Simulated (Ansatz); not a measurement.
**AlB, triplet: reading a ladder of total energies**

Geometry: a point of a stretch scan, not a stationary point.

```yaml
atoms:
  - { symbol: B, position_ang: [0.0000, 0.0000, 0.0000] }
  - { symbol: Al, position_ang: [0.0000, 0.0000, 3.7820] }
```

Basis cc-pVDZ; Ansatz 0.2.0. Only valence electrons are correlated (noble-gas cores frozen), which leaves 6 electrons in 26 orbitals. R marks a restricted (for open shells ROHF) determinant, U an unrestricted one.

Full CI is exact within this basis and frozen core; it isn't the basis-set limit. The frozen core follows each run's orbitals, which can shift R against U totals by a few meV.

Runs differ by some tens of microhartree through their thresholds and, for an open shell, their frozen cores, so steps under 0.1 kcal/mol mean nothing.

```csv
level,total energy (hartree)
UHF,-266.406566
UMP2,-266.476203
UCCSD,-266.514925
UCCSD(T),-266.517175
UCCSDT,-266.520429
UCCSDT(Q),-266.521303
full CI,-266.521804
```

Q: What is the correlation energy at full CI, and what share of it do UMP2 and UCCSDT recover?

A: E(corr) = -266.521804 − (-266.406566) = -0.115238 hartree = -3.136 eV. UMP2: -0.069637 / -0.115238 = 60.43 %. UCCSDT: -0.113863 / -0.115238 = 98.81 %.

Q: By how many kcal/mol does UCCSD(T) miss full CI (1 hartree = 627.509 kcal/mol), and which steps make up the rest?

A: -266.517175 − (-266.521804) = 0.004629 hartree = 2.90 kcal/mol. Steps: UCCSDT − UCCSD(T) = -2.04, UCCSDT(Q) − UCCSDT = -0.55, full CI − UCCSDT(Q) = -0.31 kcal/mol. Differences between like states or geometries often cancel part of this.
